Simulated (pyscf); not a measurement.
A first-order saddle from PySCF, ωB97X-D3(BJ)/def2-SVP:

```xyz
9

As     1.4165     0.1605    -0.5232
Si    -0.5184    -0.1378     0.8118
H      0.8670     1.4885    -1.0193
H      0.8586    -0.5962    -1.7203
H     -1.9320     0.8279     1.2154
H     -0.3875    -0.9104     2.0736
H     -1.4565    -0.9160    -0.0874
H      0.0549     1.2921     1.6366
H     -1.0558     1.2664     1.4894
```

Surface: singlet, charge 0. Lowest wavenumbers (cm⁻¹): 1835i, 133, 206, 358, 432.

Task: Name the species on either side of this saddle.

Result: H₃Si–AsH₂ (SMILES [SiH3][AsH2]) + H₂ (SMILES [H][H]) ⇌ H₃Si–AsH₂ (SMILES [SiH3][AsH2]) + H₂ (SMILES [H][H]), a four-centre exchange read from left to right: H–Si, H–H broken and H–Si, H–H formed. At ωB97M-D3(BJ)/def2-TZVP it lies +286.0 kJ/mol from the left side and +286.0 kJ/mol from the right (each side as separated species at their lowest minima found). At the saddle there is also a short H–Si contact that neither side keeps. One saddle was located; it need not be the lowest between these sides. Elements up to Kr have no core potential and no relativistic terms here.
